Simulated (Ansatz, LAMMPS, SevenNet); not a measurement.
## How well does each level of theory give the elastic constant C11 of hcp Be?

Reference value: 299 ± 0.6 GPa (measured, 0 K, extrapolated to 0 K; as tabulated in Elastic Constants of Single Crystal Beryllium, J. Appl. Phys., doi …).

Problem. What do Lennard-Jones jacobson2022, SevenNet-0, LDA, PBE, r²SCAN give, and how far is each from the reference?

Solution. 
```json
[
 {"level (code)": "Lennard-Jones jacobson2022 (LAMMPS)", "value (GPa)": "945", "cell (Å³/atom)": "8.05", "difference (%)": "+216"},
 {"level (code)": "SevenNet-0 (SevenNet)", "value (GPa)": "166", "cell (Å³/atom)": "7.94", "difference (%)": "-44"},
 {"level (code)": "LDA (Ansatz)", "value (GPa)": "341", "cell (Å³/atom)": "7.55", "difference (%)": "+14.0"},
 {"level (code)": "PBE (Ansatz)", "value (GPa)": "321", "cell (Å³/atom)": "7.91", "difference (%)": "+7.4"},
 {"level (code)": "r²SCAN (Ansatz)", "value (GPa)": "338", "cell (Å³/atom)": "7.91", "difference (%)": "+13.0"}
]
```

Leaving aside Lennard-Jones jacobson2022, which can be fitted to such values or carry a doubt: Closest of these to the reference: PBE (+7.4 %). Farthest off: SevenNet-0 (-44 %). Of these only PBE lands within 10 %.

The measured value isn't corrected to a static lattice, so vibrations enter the comparison.  Each level is taken at its own relaxed cell. Cutoffs differ between the levels. Ansatz's density-functional and Hartree–Fock values are scalar-relativistic unless marked +SOC, with PAW data made under PBE.

Empirical potentials (Lennard-Jones jacobson2022) are fitted to chosen data, which need not cover the solid at hand: agreement can be built in, and what lay outside the fit can be far off. Machine-learned potentials (SevenNet-0) are trained on DFT data, which may include these solids.

Differences are worked out from the printed values.

Ansatz is an electronic-structure program.
